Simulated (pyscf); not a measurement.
Optimised with ωB97X-D3(BJ)/def2-SVP in PySCF.

Problem. Estimate the classical barrier height and the reaction energy of H₂N–Si(NH₂)(Cl)–Cl (SMILES N[Si](N)(Cl)Cl) + HCl (SMILES Cl) -> H₂N–Si(Cl)(Cl)–Cl (SMILES N[Si](Cl)(Cl)Cl) + NH₃ (SMILES N) at ωB97M-D3(BJ)/def2-TZVP. The step runs on the singlet surface, breaks N–Si, Cl–H and forms Cl–Si, H–N; take the separated reactants as zero.

Solution. ΔE‡ = 14.0 kcal/mol, ΔE = -4.7 kcal/mol. Zero-point energy shifts the barrier by +2.8 kcal/mol. It is a four-centre exchange, with an imaginary mode of 220i cm⁻¹. On the product side the descent ends in an adduct with a N–Si contact (not fully relaxed), 8.9 kcal/mol over the separated species and 10.2 kcal/mol under the saddle at ωB97X-D3(BJ)/def2-TZVP. What is counted as broken (N–Si) persists as a longer contact in the product adduct; parting that adduct is a step of its own. This is the saddle that the search found; another between the same sides may lie lower.
